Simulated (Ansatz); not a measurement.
# AlSiH₅ (singlet): from Hartree-Fock to the top rungs at distance Al1–H4 along a hydrogen transfer = 1.586 Å, cc-pVTZ

How much of the correlation energy of AlSiH₅ (singlet) does each wave-function method recover here?

Computed with Ansatz 0.2.0, Gaussian basis. Level: cc-pVTZ, core rule «outside noble gas», up to 10 orbitals frozen.

To be run: UHF; CCSD(T) on RHF; BCCD(T) on RHF; CCSDT(Q) on RHF.

## (1) The geometry

The geometry derives from fragments relaxed apart (PBE0/def2-TZVP) and kept rigid, so it is no stationary point. A hydrogen atom is moved between rigid fragments.

7 atoms, charge 0, spin multiplicity 1.

Atoms are counted from 1 here; the program's logs count them from 0.

Bond lengths: Al1–H2 1.586 Å, Al1–H3 1.586 Å, Al1–H4 1.586 Å, Si5–H6 1.526 Å, Si5–H7 1.526 Å. Angles: H2–Al1–H3 120.0°, H2–Al1–H4 120.0°, H3–Al1–H4 120.0°, H6–Si5–H7 91.2°.

## (2) UHF

File in.yaml:

```yaml
crystal:
  periodic: [false, false, false]
  atoms:
    - {symbol: Al, position_ang: [-1.723247, 0.029322, 0.000000]}
    - {symbol: H, position_ang: [-2.516171, 1.402706, 0.000000]}
    - {symbol: H, position_ang: [-2.516171, -1.344062, 0.000000]}
    - {symbol: H, position_ang: [-0.137400, 0.029322, 0.000000]}
    - {symbol: Si, position_ang: [1.676753, 0.029322, 0.000000]}
    - {symbol: H, position_ang: [2.288933, -0.844962, 1.090012]}
    - {symbol: H, position_ang: [2.288933, -0.844962, -1.090012]}
basis:
  gaussian: {orbitals: cc-pVTZ}
magnetization: {spin_polarized: true, initial_magnetization: 0}
hamiltonian: {xc: hf}
output: {orbitals: {seedname: orbitals}}
```

On the command line:

```console
> ansatz run in.yaml --threads 1 --pin off --events-out ev --progress --plain --max-ram 4096MiB --backend cpu
```

Further steps of the session: CCSD(T) on RHF; BCCD(T) on RHF; CCSDT(Q) on RHF.

Before running them: what should the planned runs give, taken together? Wanted: RCCSDT(Q) below the RHF energy; RMP2 from RCCSDT(Q); RCCSD from RCCSDT(Q); RCCSD(T) from RCCSDT(Q); T1 diagnostic.

The runs gave:

| quantity | value |
| --- | --- |
| RCCSDT(Q) below the RHF energy | -7.4152 eV |
| RMP2 from RCCSDT(Q) | +1542.1 meV |
| RCCSD from RCCSDT(Q) | +250.0 meV |
| RCCSD(T) from RCCSDT(Q) | +48.1 meV |
| levels within 1 kcal/mol (43 meV) | RCCSDT |
| T1 diagnostic | 0.014 |

In words: RCCSD(T) lands +48.1 meV from the yardstick (0.6 % of the correlation energy). These misses are within one basis, not against nature.
